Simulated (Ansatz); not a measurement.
# hcp Au (model structure)

Computed with r²SCAN (PAW; Ansatz, a program for electronic structure).

Numerical settings: plane-wave cutoff 500 eV, 30×30×16 k mesh (along the axes of the cell as run), Fermi–Dirac smearing 0.1 eV, scalar-relativistic PAW data made under PBE.

Cell (relaxed at this level):

```cif
data_Au2
_chemical_formula_sum 'Au2'
_space_group_name_H-M_alt 'P63/mmc'
_space_group_IT_number 194
_space_group_name_Hall '-P 6c 2c'
_cell_length_a 2.89091
_cell_length_b 2.89091
_cell_length_c 4.85718
_cell_angle_alpha 90.000
_cell_angle_beta 90.000
_cell_angle_gamma 120.000
loop_
_atom_site_label
_atom_site_type_symbol
_atom_site_symmetry_multiplicity
_atom_site_Wyckoff_symbol
_atom_site_fract_x
_atom_site_fract_y
_atom_site_fract_z
_atom_site_occupancy
Au1 Au 2 c 0.33333 0.66667 0.25000 1
```

```
Item             Result
--------  -------------
band gap  zero (no gap)
```

Note: the relaxation could raise the start's symmetry but not lower it, so the cell can be a saddle point.

Spin–orbit coupling is not included; it can shift volumes and moduli of such heavy elements.

Computed values are for the static lattice.

Cost on a shared machine: very roughly 10 core-minutes.

A model structure was made by putting elements into a prototype or built by hand; it is no filed structure, need not be a known phase, and can be a saddle point held by its symmetry.
